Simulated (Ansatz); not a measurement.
`COC1=NC1` → `[CH2]` (triplet) + `OC1=NC1`  (formal loss of a carbene)

Gas-phase electronic energies from Ansatz, PBE0-D4/def2-TZVP geometries. CCSD(T)/CBS adds triple-zeta CCSD(T) − MP2 to the extrapolated MP2 energy (def2 sets, frozen cores). This one scheme is used for every species. DFT in def2-TZVPP. Triplets are unrestricted, without spin–orbit coupling. Each species was taken in one conformer, which may not be the lowest.

| level | ΔE (eV) |
| --- | --- |
| PBE0 | 4.02 |
| SCS-MP2/def2-TZVPP | 4.16 |
| MP2/def2-QZVPP | 4.17 |
| MP2/CBS(def2) | 4.21 |

Question: What does CCSD(T)/CBS give? (Estimate.)

Answer: Computed: +4.11 eV. The listed levels differ from it by -0.09, 0.05, 0.06, 0.10 eV.

Largest T1 diagnostic among the species: 0.013.

Leaving LDA and LC-ωPBE aside and taking each functional with its dispersion term where it has one, the values, not all of them listed here, spread over 0.42 eV, from r2SCAN0-D4 to ωB97X-V. LDA lies +0.73 eV from PBE without D4. From r2SCAN to r2SCAN0 (25 % exact exchange), in def2-TZVPP and without D4, ΔE moves by −0.06 eV.
